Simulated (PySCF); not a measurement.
SiH2, singlet: structure and spectrum

Method: PBE in PySCF with Si def2-TZVP, H def2-TZVP; no relativity; density-fitted integrals.

The structure is a minimum.

```
Point group                                                                   : C2v
Bond lengths                                                                  : Si–H 1.539 Å (×2)
Bond angles                                                                   : H–Si–H 90.5°
Lowest empty level                                                            : -4.03 eV
Zero-point energy                                                             : 29.5 kJ/mol
Rotational symmetry number                                                    : 2
Heat capacity Cp at 298.15 K                                                  : 35.1 J/(mol K)
Enthalpy at 298.15 K above 0 K                                                : 10.03 kJ/mol
Highest occupied level                                                        : -5.87 eV
Atomisation energy without zero-point energy                                  : 619 kJ/mol
Principal quadrupole moments (Buckingham, traceless) about the centre of mass : -3.65, -1.00, 4.65 D Å
Dipole moment                                                                 : 0.10 D
Principal polarisabilities                                                    : 25.8, 34.8, 35.7 bohr³
Rotational constants                                                          : 7.639, 7.003, 3.654 cm⁻¹
Entropy at 298.15 K and 1 bar                                                 : 207.8 J/(mol K)
```

Harmonic modes (masses in u: Si 27.977, H 1.008):
```csv
symmetry,ω (cm⁻¹),IR (km/mol)
a1,975,61.6
a1,1973,202
b2,1980,239
```

In C2v the vibrations span 2a1 + b2. Here b1 is antisymmetric to the molecular plane and b2 lies in it.

Charges (e):
```
atom  Mulliken  Löwdin  polar tensor  Mayer order to Si1
 Si1      0.03    0.11          0.38                   –
H2,3     -0.02   -0.06         -0.19                0.96
```

Mulliken populations on Si1: s 5.85, p 8.00, d 0.11, f 0.01.

Outer orbital energies (eV). occupied: -12.46, -7.84, -5.87; empty: -4.03, -0.03, 0.99, 3.68.

Counting electrons, silicon keeps 2 of its valence electrons outside its bonds, so the VSEPR class is AX2E1 and the expected shape is bent (C2v), as computed.

The final relaxation and frequency run took 3.7 s on 2 threads of a shared Arm Neoverse V2 host, with 49 basis functions and 8 gradients; the process peaked at 0.53 GiB. Launch command: `OMP_NUM_THREADS=2 python axn.py task.json out`.
